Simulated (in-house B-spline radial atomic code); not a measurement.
RPA and G0W0 on Hartree-Fock: He

Configuration 1s2, mean-field start Hartree-Fock. Computed with a B-spline radial code for spherical atoms: all electrons, scalar-relativistic (spin-free one-electron X2C), finite nucleus, each spin shell either full or empty, empty states to l = 9 with an (l + 1/2)⁻⁴ tail; G0W0 by contour deformation at full frequency.

Command:
```bash
python run_gw.py task.json out
```
Settings (radii: box in bohr, nucleus in fm):
```
Z                        2
electrons                2
configuration            1s2
hamiltonian              x2c
method                   hf
lmax                     9
rms_radius               1.6755
spin_polarised           False
box_radius               40
intervals                76
ion_configuration        1s1
```

Run time, properties included: 1.1 s on 1 thread of Arm Neoverse V2 (shared host).

Energies (hartree):

| term | value |
| --- | --- |
| mean-field total | -2.86178 |
| Hartree-Fock functional on these orbitals | -2.86178 |
| direct second order | -0.074751 |
| second-order exchange | 0.037376 |
| SOSEX correction | 0.033583 |

**Question.** What is the RPA correlation energy, and what remains with SOSEX?

**Answer.** RPA gives -0.067165 hartree (-0.914 eV per electron); RPA + SOSEX gives -0.033582, and the second-order doubles (MP2) -0.037376 hartree. SOSEX takes back 50 % of the RPA value, the self-correlation of each of the two electrons.

Quasi-particle levels (eV):

```csv
level,occupied,mean field,Σx - vxc,Σc,QP weight,G0W0
1s,yes,-24.979,0.00,?,?,?
```

G0W0 = mean field + (Σx - vxc) + Σc, with Σc (partial-wave tail included) taken at the quasi-particle energy.

**Question.** Where does G0W0 put 1s?

**Answer.** At -24.771 eV, with Σc = 0.21 eV and a quasi-particle weight of 0.956. The tabulated removal energy is 24.587 eV (NIST, measured).

**Question.** What does it cost to remove one electron (to 1s1) by differences of total energies, each species on its own start (correlation terms add to the Hartree-Fock functional)?

**Answer.** Hartree-Fock functional 23.447 eV, + RPA 24.784 eV, + RPA + SOSEX 24.361 eV, + second order 24.464 eV. Tabulated: 24.587 eV (NIST, measured).
